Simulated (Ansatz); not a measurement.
## Cr, bcc: geometry optimisation

Level of theory: DFT, revPBE, plane waves (420 eV) with PAW, scalar-relativistic (Ansatz). (PAW data from PBE, frozen cores regenerated.)

k-point mesh 15×15×15, Fermi-Dirac smearing 0.1 eV, no spin polarisation. Cell and atoms relax.

Starting structure:

```xyz
1
Lattice="-1.4420 1.4420 1.4420 1.4420 -1.4420 1.4420 1.4420 1.4420 -1.4420" Properties=species:S:1:pos:R:3 pbc="T T T"
Cr    0.0000    0.0000    0.0000
```

Task: What cell does the relaxation end in?

Result: Im-3m with a = 2.863 Å; 11.73 Å³ per atom against 11.99 at the start (-2.2 %).

Task: How much energy does the relaxation gain?

Result: 4.3 meV per atom.

Spin polarisation is off here; a magnetic state may lie lower.
